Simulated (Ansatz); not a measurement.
System: PdS2 (Pbca, No. 61). Method: r²SCAN (plane waves, PAW; Ansatz, a first-principles code).

Settings: plane-wave cutoff 560 eV, 6×6×4 k mesh (along the axes of the cell as run), Fermi–Dirac smearing 0.01 eV, scalar-relativistic PAW data made under PBE.

Cell (relaxed at this level):

Space group Pbca (No. 61); a = 5.4827 Å, b = 5.5715 Å, c = 7.8863 Å, α = 90.00°, β = 90.00°, γ = 90.00°

```tsv
atom	site	symmetry	x	y	z
Pd	4a	-1	0.0000	0.0000	0.0000
S	8c	1	0.1047	0.1106	0.4213
```

Task: What does this level give for the band gap, smallest direct gap on the k points sampled and direct gap at Γ?

Result: 
- band gap: 0.36 eV
- smallest direct gap on the k points sampled: 1.23 eV
- direct gap at Γ: 1.42 eV

Measured, for comparison: band gap 0.7 eV (temperature not stated, no zero-point or thermal correction, indirect, bulk, cited; as tabulated in Two-dimensional noble-metal chalcogenides and phosphochalcogenides, Angew. …).

Note: the volume lies 6 % above that of the published cell; the cell has widely spaced layers and the level no dispersion term, so their spacing and the moduli can rest on weak binding.

Spin–orbit coupling is not included.

The computed numbers hold no vibrational or temperature effects.
